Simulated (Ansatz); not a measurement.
# Structure relaxation of Na₃I₂

Method: Ansatz, DFT PBE, scalar-relativistic, plane waves, PAW. Cutoff 420 eV, Γ-centred k mesh, Gaussian smearing, no spin polarisation in the final step.

A relaxed cell is given with its space group left out.

```
Na I
1.0
     6.93184    0.00000    0.00000
    -3.46592    6.00315    0.00000
     0.00000    0.00000    9.22046
Na I
3 2
Direct
  0.69584 0.69584 0.00000
  0.30416 0.00000 0.00000
  0.00000 0.30416 0.00000
  0.00000 0.00000 0.23623
  0.00000 0.00000 0.76377
```

The zero of energy is the elements' standard structures at the same level; no fitted shifts are applied.

(1) What space group does it have?

(2) What is its formation energy per atom?

(3) Is it a metal?

## Answers

(1) P-62m (No. 189). Conventional cell: a = 6.932 Å, c = 9.220 Å. Around Na lie 2 I at 3.03 Å; around I lie 3 Na at 3.03 Å.

(2) -0.63 eV/atom.

(3) Yes, bands cross the Fermi level on the 6×6×4 mesh.

The final run used a 6×6×4 mesh on its 5-atom cell and 0.10 eV smearing. The k mesh leaves about 4 meV/atom of noise in metals. Weakly bound directions are ill-defined at this level, which has no dispersion term. Spin–orbit coupling is left out. The cell came from a trial start, so Na₃I₂ may not exist in this structure.

Cost: 3 runs of about 5.5 core-minutes in all, on AMD EPYC 9B14 (Zen 4) (shared hosts).